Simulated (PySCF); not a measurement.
## Cl: ionisation energy

Cl [Ne] 3s2 3p5 (2P) → Cl⁺ [Ne] 3s2 3p4 (3P), as a difference of total energies. All numbers are calculated (PySCF 2.14, no relativity, point nucleus, in aug-cc-pV(Q+d)Z with one added diffuse shell each of s, p, d, f, g type (8s7p6d4f3g, 114 functions)). Correlated levels: valence: [Ne] frozen. The calculations carry no spin-orbit coupling.

```
           method  ionisation energy (eV)  error (eV)
              UHF                  11.766      -1.208
              LDA                  13.203      +0.229
              PBE                  12.973      -0.001
             PBE0                  12.956      -0.018
           r2SCAN                  12.994      +0.020
          r2SCANh                  12.980      +0.006
            M06-L                  12.859      -0.115
            B3LYP                  13.068      +0.094
    MP2 (valence)                  12.870      -0.104
SCS-MP2 (valence)                  12.888      -0.086
```

Reference: 12.974 eV (measured; NIST levels, between the centres of gravity of the two terms).

Errors of the correlated levels include the incompleteness of this basis and the frozen core.
